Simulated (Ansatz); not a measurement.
A nudged elastic band was laid between two geometries of BClH3N (6 atoms, charge 0, multiplicity 1).

The calculation used RHF/def2-SVPD in Ansatz.

```json
{
  "movable images": "7",
  "climbing image": "yes",
  "spring": "5.0 eV/Å²",
  "optimiser": "quadratic models (default)",
  "start path": "straight line",
  "force threshold": "0.03 eV/Å",
  "iteration limit": "60",
  "end points": "relaxed"
}
```

Initial state:

```xyz
6
Properties=species:S:1:pos:R:3
B 0.204 0.066 -0.073
Cl 0.486 -0.408 1.635
H 1.135 0.442 -0.712
N -1.072 -0.014 -0.601
H -1.861 -0.329 -0.077
H -1.271 0.242 -1.544
```

Final state:

```xyz
6
Properties=species:S:1:pos:R:3
B -0.523 0.003 -0.318
Cl 2.552 -0.044 1.738
H 1.479 -0.026 1.016
N -1.662 0.018 -1.071
H -2.552 -0.266 -0.709
H -1.672 0.315 -2.029
```

**Question.** Which bonds break or form, and what moves?

**Answer.** Bonds broken: B1–Cl2, B1–H3. Bonds formed: Cl2–H3. BClH3N becomes BH2N + ClH.

**Question.** Give the energies along the band, and the barrier.

**Answer.** The forces met the threshold. The highest image is number 4 of 0 to 8, 396.2 kJ/mol above the first end and 37.6 kJ/mol above the last; the last end lies 358.5 kJ/mol above the first. Neighbouring images differ by up to 2.3 eV, so the band resolves the path poorly. Another band between the same ends (7 images) ends at a top of the same energy, where a vibrational analysis finds 1 clearly imaginary mode. The orbitals stay closed-shell, which can raise the energy where a bond breaks towards radicals; this wasn't checked here.

```json
{"image": "0", "path coordinate (Å)": "0.00", "energy (kJ/mol)": "0.0", "B1–Cl2 (Å)": "1.80", "B1–H3 (Å)": "1.19", "Cl2–H3 (Å)": "2.58"}
{"image": "1", "path coordinate (Å)": "0.70", "energy (kJ/mol)": "110.4", "B1–Cl2 (Å)": "2.00", "B1–H3 (Å)": "1.15", "Cl2–H3 (Å)": "2.30"}
{"image": "2", "path coordinate (Å)": "1.39", "energy (kJ/mol)": "335.5", "B1–Cl2 (Å)": "2.64", "B1–H3 (Å)": "1.14", "Cl2–H3 (Å)": "2.19"}
{"image": "3", "path coordinate (Å)": "2.09", "energy (kJ/mol)": "391.8", "B1–Cl2 (Å)": "3.05", "B1–H3 (Å)": "1.22", "Cl2–H3 (Å)": "1.95"}
{"image": "4", "path coordinate (Å)": "2.79", "energy (kJ/mol)": "396.2", "B1–Cl2 (Å)": "3.05", "B1–H3 (Å)": "1.39", "Cl2–H3 (Å)": "1.66"}
{"image": "5", "path coordinate (Å)": "3.05", "energy (kJ/mol)": "382.3", "B1–Cl2 (Å)": "3.10", "B1–H3 (Å)": "1.69", "Cl2–H3 (Å)": "1.41"}
{"image": "6", "path coordinate (Å)": "3.31", "energy (kJ/mol)": "367.2", "B1–Cl2 (Å)": "3.27", "B1–H3 (Å)": "1.95", "Cl2–H3 (Å)": "1.33"}
{"image": "7", "path coordinate (Å)": "3.58", "energy (kJ/mol)": "360.3", "B1–Cl2 (Å)": "3.48", "B1–H3 (Å)": "2.18", "Cl2–H3 (Å)": "1.30"}
{"image": "8", "path coordinate (Å)": "3.84", "energy (kJ/mol)": "358.5", "B1–Cl2 (Å)": "3.70", "B1–H3 (Å)": "2.41", "Cl2–H3 (Å)": "1.29"}
```

**Question.** What is the geometry of the highest image?

**Answer.** 
```xyz
6
Properties=species:S:1:pos:R:3:forces:R:3
B -0.296 0.005 -0.180 0.00 0.00 0.00
Cl 2.421 0.093 1.205 0.00 0.00 0.00
H 0.946 0.046 0.451 0.00 0.00 0.00
N -1.495 -0.037 -0.787 0.01 0.00 0.00
H -2.329 -0.337 -0.316 0.00 0.00 0.00
H -1.624 0.230 -1.746 0.00 0.00 0.00
```

The band took 32 iterations and about 4 core-minutes.

Time of the run: 4 min on 1 thread of Arm Neoverse V2 (shared host), peak memory 0.16 GiB.
